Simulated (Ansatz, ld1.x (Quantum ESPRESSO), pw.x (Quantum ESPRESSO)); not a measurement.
pw.x on sc Ir: one setting changed

Potential: norm-conserving Troullier–Martins (Kleinman–Bylander form), ld1.x (Quantum ESPRESSO) 7.5, LDA (PW92); core [Xe] 4f14, reference 5d7 6s2 6p0; waves: 6p (bound, empty): rc 3.45 bohr; 5d (bound): rc 1.95 bohr; 5f channel at 0.5 Ry: rc 3.10 bohr; 6s (bound): rc 2.25 bohr; local part: the s channel; core correction: Bessel-smoothed model core inside 2.05 bohr.

The reference run (k-mesh 13³, cutoffs 55/220 Ry, Fermi–Dirac 0.01 Ry, mixing_beta 0.4, conv_thr 1e-9, no spin) gives 4.55 GPa at 16.056 Å³/atom, where all-electron LAPW gives 2.06 GPa. This run, with its own iteration cap, changes degauss to 0.005.

```
&control
  calculation='scf', prefix='x', pseudo_dir='./', outdir='./tmp', tstress=.true., disk_io='none'
/
&system
  ibrav=0, nat=1, ntyp=1, ecutwfc=55, ecutrho=220, nbnd=12,
  occupations='smearing', smearing='fd', degauss=0.005
/
&electrons
  conv_thr=1e-09, mixing_beta=0.4, electron_maxstep=50
/
ATOMIC_SPECIES
Ir 1.0 Ir.UPF
CELL_PARAMETERS angstrom
  2.52277849 0.00000000 0.00000000
  0.00000000 2.52277849 0.00000000
  0.00000000 0.00000000 2.52277849
ATOMIC_POSITIONS crystal
Ir 0.0000 0.0000 0.0000
K_POINTS automatic
13 13 13 0 0 0
```

```bash
pw.x < Ir.scf.in > Ir.scf.out
```

**Question.** How does the run end?

**Answer.** It converges in 6 iterations; the free energy moves by +34.2 meV/atom and the pressure by -0.47 GPa. In a metal, with Fermi–Dirac smearing, F lies below its zero-width value by a term in the square of the width.

```
Message from routine setup:
     using ibrav=0 with symmetry is DISCOURAGED, use correct ibrav instead
     lattice parameter (alat)  =       4.7674  a.u.
     unit-cell volume          =     108.3513 (a.u.)^3
     number of electrons       =         9.00
     number of Kohn-Sham states=           12
     kinetic-energy cutoff     =      55.0000  Ry
     charge density cutoff     =     220.0000  Ry
     scf convergence threshold =      1.0E-09
     Exchange-correlation= PW
     number of k points=    84  Fermi-Dirac smearing, width (Ry)=  0.0050
     iteration #  1     ecut=    55.00 Ry     beta= 0.40
     total energy              =     -47.95136382 Ry
     estimated scf accuracy    <       0.00301444 Ry
     iteration #  2     ecut=    55.00 Ry     beta= 0.40
     total energy              =     -47.95145305 Ry
     estimated scf accuracy    <       0.00056755 Ry
     iteration #  3     ecut=    55.00 Ry     beta= 0.40
     total energy              =     -47.95146220 Ry
     estimated scf accuracy    <       0.00007525 Ry
     iteration #  4     ecut=    55.00 Ry     beta= 0.40
     total energy              =     -47.95146452 Ry
     estimated scf accuracy    <       0.00000031 Ry
     iteration #  5     ecut=    55.00 Ry     beta= 0.40
     total energy              =     -47.95146456 Ry
     estimated scf accuracy    <       0.00000009 Ry
     iteration #  6     ecut=    55.00 Ry     beta= 0.40
     the Fermi energy is    15.9341 ev
!    total energy              =     -47.95146457 Ry
     estimated scf accuracy    <          6.4E-11 Ry
     smearing contrib. (-TS)   =      -0.00169447 Ry
     The total energy is F=E-TS. E is the sum of the following terms:
     one-electron contribution =      13.48305948 Ry
     hartree contribution      =       3.15028045 Ry
     xc contribution           =     -16.37591027 Ry
     ewald contribution        =     -48.20719976 Ry
     convergence has been achieved in   6 iterations
          total   stress  (Ry/bohr**3)                   (kbar)     P=       40.73
     Message from routine punch:
     Nothing written, as per user request (disk_io='none')
```

The run took about 5.2 s on one core of a shared host (Neoverse-V2, 96 threads, 742 GiB, load 34).
